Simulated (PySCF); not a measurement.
# N₂: from constants to spectrum

RHF-CCSD(T) constants of N₂, ¹Σg⁺ (singlet), closed shell (basis N x2c-TZVPPall; spin-free X2C with a Gaussian nucleus; PySCF 2.14; masses 14.0031 and 14.0031 u):

| Item | Value |
| --- | --- |
| ωe | 2347.7 cm⁻¹ |
| ωexe | 14.1 cm⁻¹ |
| Be | 1.9799 cm⁻¹ |
| αe | 0.0171 cm⁻¹ |
| De to N + N | 9.40 eV |

Problem. What force constant and bond length do these constants imply?

Solution. Reduced mass μred = 7.0015 u; k = 5.8918×10⁻⁷·μred·ωe² (u, cm⁻¹, mdyn/Å) = 22.7 mdyn/Å; Re = √(16.8576/(μred·Be)) (u, cm⁻¹, Å) = 1.103 Å.

Problem. Estimate the centrifugal constant D from the Kratzer relation and find the Dunham coefficient a1.

Solution. D = 4Be³/ωe² = 5.63e-06 cm⁻¹; a1 = −1 − αeωe/(6Be²) = -2.71.

Measured values (Huber and Herzberg, Constants of Diatomic Molecules (1979)): ωe = 2358.57 cm⁻¹, ωexe = 14.324 cm⁻¹, Be = 1.998241 cm⁻¹, αe = 0.017318 cm⁻¹.

Correlated steps freeze 2 core orbitals. Where the molecule has an RHF reference, its open-shell atoms are computed with UHF.
